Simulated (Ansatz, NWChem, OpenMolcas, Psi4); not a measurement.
## A small benchmark: atomisation enthalpy at 298 K

6 molecules with open shells; the atomisation enthalpy at 298 K in kJ/mol, computed less measured. Shapes, held fixed at every level: PBE0-D4/def2-TZVP. Flexible molecules stand in one conformer, not always the lowest. Thermal terms are harmonic and unscaled (PBE0-D4/def2-TZVP); the spin-orbit lowering of the free atoms is taken from their spectra. Programs: Ansatz 0.2.0, NWChem 7.3.0, OpenMolcas 26.06, Psi4 1.11. A level may come from different programs for different species; with the same settings they agree closely. Measured values: Active Thermochemical Tables.

Levels: A = HF/3-21G; B = MP2/def2-SVP; C = CCSD/def2-TZVPP; D = CCSD(T)/CBS estimate.

| molecule | from tabulated heats | A | B | C | D |
| --- | --- | --- | --- | --- | --- |
| N2H (dinitrogen monohydride) | 913 | -728 | -114 | -88 | -7 |
| C2HO (ethynyloxy radical) | 1723 | -759 | -39 | -113 | -13 |
| CH3O (hydroxymethyl radical) | 1636 | -642 | -85 | -71 | -1 |
| N2H3 (hydrazinyl radical) | 1374 | -811 | -154 | -94 | -1 |
| C3H3 (cyclopropenyl radical) | 2318 | -843 | -53 | -117 | -11 |
| C2H5O (ethoxy radical) | 2784 | -888 | -127 | -104 | -4 |

(1) Sum up the errors.

Results:

(1) 
```
               level                   kind  mean error  mean absolute error  worst case
            HF/3-21G           Hartree–Fock      -778.5                778.5       C2H5O
        MP2/def2-SVP    perturbation theory       -95.3                 95.3        N2H3
     CCSD/def2-TZVPP  coupled cluster or CI       -97.8                 97.8        C3H3
CCSD(T)/CBS estimate  coupled cluster or CI        -6.2                  6.2        C2HO
```

On this set CCSD(T)/CBS estimate has the smallest mean absolute error and HF/3-21G the largest. HF/3-21G is too low in 6 of 6; MP2/def2-SVP is too low in 6 of 6; CCSD/def2-TZVPP is too low in 6 of 6; CCSD(T)/CBS estimate is too low in 6 of 6. Heats of the atoms come from ATcT where it has them. The levels differ in basis as well as in method. Hartree–Fock lacks correlation and underbinds. Correlated wave functions converge slowly with the basis. CCSD also lacks the triples, which bind further. T1 is large for N2H (0.040), so single-reference values are less sure there. Spin contamination: N2H (⟨S²⟩ up to 0.87), C2HO (⟨S²⟩ up to 0.89). Open shells run unrestricted. The CBS estimate extrapolates MP2 from def2-TZVPP and def2-QZVPP and adds CCSD(T) − MP2 in the triple-zeta set, cores frozen. The set is small.
